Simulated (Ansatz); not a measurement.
**Relaxing Mg2As**

Level of theory: DFT PBE, scalar-relativistic, plane waves, PAW (Ansatz 0.2.0).

The start is a database structure of Mg2As, space group Immm (No. 71).

The final relaxation ran on this input, with the default PAW datasets:

```yaml
crystal:
  lattice:
    - [-1.917263, 2.804612, 5.954724]
    - [1.917263, -2.804612, 5.954724]
    - [1.917263, 2.804612, -5.954724]
  atoms:
    - { symbol: Mg, position: [0.802768, 0.802768, 0.0] }
    - { symbol: Mg, position: [0.744959, 0.5, 0.244959] }
    - { symbol: Mg, position: [0.255041, 0.5, 0.755041] }
    - { symbol: Mg, position: [0.197232, 0.197232, 0.0] }
    - { symbol: As, position: [0.644005, 0.144005, 0.5] }
    - { symbol: As, position: [0.355995, 0.855995, 0.5] }
basis:
  ecutwfc: 420
kpoints:
  mp_grid: { grid: [12, 12, 12] }
hamiltonian:
  xc: pbe
scf:
  occupations: { method: gaussian, width: 0.1 }
output:
  forces: true
  stress: true
  eigenvalues: true
relax:
  adjacent_minimum: "off"
  f_tol: 0.01
  max_steps: 80
  cell: { stress_tol: 0.05 }
```

Launched as:

```bash
ansatz run input.yaml --threads 1 --pin off --max-ram 2560MiB --backend cpu --events-out ev --progress --plain --runs-dir out
```

Time: 4.9 min on 1 thread of Intel(R) Xeon(R) Platinum 8488C (Sapphire Rapids) (shared host), peak memory 1.2 GiB.

End of the output:

```
SCF converged after 5 iterations
Free energy (F): -17409.641570 eV
Harris-Foulkes:  -17409.641570 eV  (|F-HF|=0.00e0)
Internal energy: -17409.637241 eV  (E = F + TS)
E sigma→0 (E₀):  -17409.639406 eV
Entropy (-TS):   -0.004329 eV (-0.721 meV/atom)
Fermi energy:    7.491519 eV
--- Per-component energies (eV) ---
  E_band       = -1887.779074
  E_kinetic    = 509.294733
  E_local      = -10003.404845  (includes V_loc(G=0)·N_el)
  E_nonlocal   = -959.195315
  E_hartree    = 4262.234325
  E_xc         = -274.571521
  E_vxc        = -308.502173  (∫ρ·V_xc dr)
  E_paw        = -4841.099467  (= ΣΔE_a)
  E_vpaw       = 349.559832  (= ΣTr[D̂ρ^β])
  E_aug_tail   = 0.000005  (compensation charges beyond the density's cutoff)
  E_ewald      = -6102.895156
  E_smearing   = -0.004329  (= −TS)
  E_closure    = 0.000000  (closes the sum)
  Σ components = -17409.641570   (vs F -17409.641570, Δ=0.00e0)
--- Forces (eV/Å), atoms counted from 1 ---
  atom   1  Mg     0.00000000     0.00000000    -0.00208171
  atom   2  Mg     0.00000000    -0.00084745     0.00000000
  atom   3  Mg     0.00000000     0.00084745     0.00000000
  atom   4  Mg     0.00000000     0.00000000     0.00208171
  atom   5  As     0.00000000     0.00000000     0.00368068
  atom   6  As     0.00000000     0.00000000    -0.00368068
  max |Σ_I F_I| component: 4.34e-19 eV/Å
--- Stress (GPa, compression-positive) ---
       -0.017481       0.000000       0.000000
        0.000000       0.021899       0.000000
        0.000000       0.000000      -0.020600
  P = ⅓ Tr σ = -0.0054 GPa (-0.054 kbar)
--- Relaxed structure (4 steps of the walk, 3 accepted, 1 SCFs on fresh bases) ---
  F+E_penalty+E_count = -17409.64157005 eV   max|allowed force component| = 3.681e-3 eV/Å   (the final SCF, on the basis selected at the relaxed cell)
  cell:  # Å, volume = 127.5669 Å³
    - [-1.919189, 2.805382, 5.923364]
    - [1.919189, -2.805382, 5.923364]
    - [1.919189, 2.805382, -5.923364]
  atoms:
    - { symbol: Mg, position: [0.802817, 0.802817, 0.000000] }
    - { symbol: Mg, position: [0.745781, 0.5, 0.245781] }
    - { symbol: Mg, position: [0.254219, 0.500000, 0.754219] }
    - { symbol: Mg, position: [0.197183, 0.197183, 0.000000] }
    - { symbol: As, position: [0.643345, 0.143345, 0.500000] }
    - { symbol: As, position: [0.356655, 0.856655, 0.500000] }
```

Absolute energies hang on the potentials; compare differences alone.

The result has space group Immm (No. 71). Mg on Wyckoff site i (2 atoms of the primitive cell) has 2 As at 2.69 Å and 2 As at 2.88 Å; Mg on Wyckoff site h (2 atoms of the primitive cell) has 2 Mg at 2.76–2.85 Å and 4 As at 2.91 Å; around As lie 2 Mg at 2.69 Å and 6 Mg at 2.88–2.91 Å.

Against the elements it lies at -0.36 eV/atom. Formation energies are uncorrected and refer to the elements' standard structures at the same level.

For metals, differences of a few meV/atom aren't resolved.

A structure relaxed within its symmetry needn't be a true minimum.